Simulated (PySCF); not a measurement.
Species: C₃H₈N₂.
Structure used (GFN2-xTB), in Å, numbered top down from 1:
```
atom  x, y, z in Å
C1    -0.9978    1.4331   -0.2534
C2    -0.0806    0.2628   -0.0913
C3    -0.6984   -1.0409    0.3526
N4     1.1486    0.4471   -0.3409
N5     2.0523   -0.5669   -0.3088
H6    -1.7668    1.2063   -0.9913
H7    -1.4933    1.6580    0.6906
H8    -0.4334    2.3013   -0.5791
H9    -1.7525   -0.9065    0.5750
H10   -0.5966   -1.7928   -0.4309
H11   -0.1998   -1.4203    1.2477
H12    1.8306   -1.3750    0.2682
H13    2.9834   -0.2058   -0.1560
```

Computed, not measured: TDDFT CAM-B3LYP/def2-SVPD, vertical, gas phase, core orbitals frozen in the response in PySCF.

Broadening: Gaussians 0.5 eV wide at half height, area fixed by f = 4.319×10⁻⁹ ∫ε dν̃. The width is an assumption, not a result. The curve ends short of the highest state used, and states not computed would add to its high-energy end.

```csv
λ (nm),ε (L mol⁻¹ cm⁻¹)
167.1,314
169.1,387
171.2,570
173.3,1027
175.4,2076
177.5,4081
179.5,7018
181.6,10871
183.7,14677
185.8,17350
187.8,18102
189.9,16867
192.0,14088
194.1,10660
196.2,7419
198.2,4975
200.3,3226
202.4,2204
204.5,1686
206.6,1448
208.6,1326
210.7,1210
212.8,1068
214.9,894
216.9,716
219.0,536
221.1,379
223.2,254
225.3,162
227.3,100
229.4,58
231.5,32
233.6,17
235.6,9
237.7,5
239.8,2
```

(1) Locate the maxima and give the states behind the curve.

(2) Coming from long wavelengths, where does ε first pass 100 L mol⁻¹ cm⁻¹?

(3) On this curve, what absorbance would a 10⁻⁴ mol/L sample give at 222 nm over a 1 cm path?

Answers

(1) 188 nm (6.61 eV), ε about 18000, made up of S3 (99%) (ε in L mol⁻¹ cm⁻¹; maxima over ε = 5, shares over 10%). The states used: S1 5.92 eV (f 0.021); S2 6.17 eV (f 0.0030); S3 6.61 eV (f 0.332); S4 6.83 eV (f 0.0059); S5 7.24 eV (f 0.0019); S6 7.28 eV (f 0.0040); S7 7.96 eV (f 0.0025); S8 8.02 eV (f 0.049).

(2) At about 227 nm (5.46 eV), 0.46 eV below S1.

(3) 222 nm is 5.585 eV, where ε is about 320 L mol⁻¹ cm⁻¹, so A = ε c l ≈ 0.032 (Beer–Lambert, with the gas-phase spectrum and the assumed width).

Hardware: one thread of an Arm Neoverse V2, shared host. Cost: 19 s wall (grids of density and orbitals included), 0.72 GiB resident at most.

One conformer stands for the species.
